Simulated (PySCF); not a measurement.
## Two-dimensional NMR puzzle

Compound of formula C4H5NO. Correlations simulated from computed shifts and couplings:

HSQC (one-bond C–H):
| δH | δC | $^{1}J$(C,H) (Hz) |
| --- | --- | --- |
| 7.55 | 145.8 | 240 |
| 7.53 | 133.9 | 214 |
| 2.30 | 12.5 | 135 |

HMBC (two and three bonds, |J| ≥ 2.5 Hz):
| δH | δC [abs. J in Hz] |
| --- | --- |
| 7.55 | 137.7 [9.3], 133.9 [3.9] |
| 7.53 | 145.8 [8.9], 137.7 [15.8] |
| 2.30 | 137.7 [6.6], 133.9 [5.3] |

Carbons without hydrogens: δ 137.7.

Level of theory: J: B3LYP/pcJ-1 (spin–dipole term only in couplings to heteroatoms), KT2/pcSseg-2 with gauge-including orbitals, structure optimised with PBE0-D3(BJ)/def2-SVP, in PySCF 2.14.0 with density-fitted response routines (fast rotation and ring inversion assumed for equivalent nuclei, single conformer, relativity neglected, no solvent).

Chemical shifts δ = σref − σ; $^{1}$H, $^{13}$C vs TMS, all at this level.

Exchangeable hydrogens are left out of these lists, and C,H couplings along chains are those of one rotamer, so weak HMBC peaks may be missing or extra.

Question: Assemble the structure.

Answer: 4-Methyloxazole.

Atoms are numbered as in `[CH3:1][c:2]1[cH:3][o:4][cH:5][n:6]1`. Each H is labelled by its parent atom.

δC 145.8 is C5, an aromatic CH between two ring heteroatoms (δH 7.55). δC 137.7 is C2, a substituted aromatic carbon next to a ring nitrogen. δC 133.9 is C3, an aromatic CH next to the ring oxygen (δH 7.53). δC 12.5 is C1, a methyl carbon on an aromatic ring (δH 2.30). HMBC from δH 7.55 reaches the proton-free carbon C2. HMBC from δH 7.53 reaches the proton-free carbon C2. HMBC from δH 2.30 reaches the proton-free carbon C2.

The shifts were computed for this structure.

Shifts are as computed. Against solution values, carbons near 30 ppm lie about +3 ppm off and those near 130 ppm about -1 ppm. Of 1211 compounds with measured shifts, 218 miss one by over three times the rms of a fit or turn the order of signals round; such compounds aren't used in these exercises.
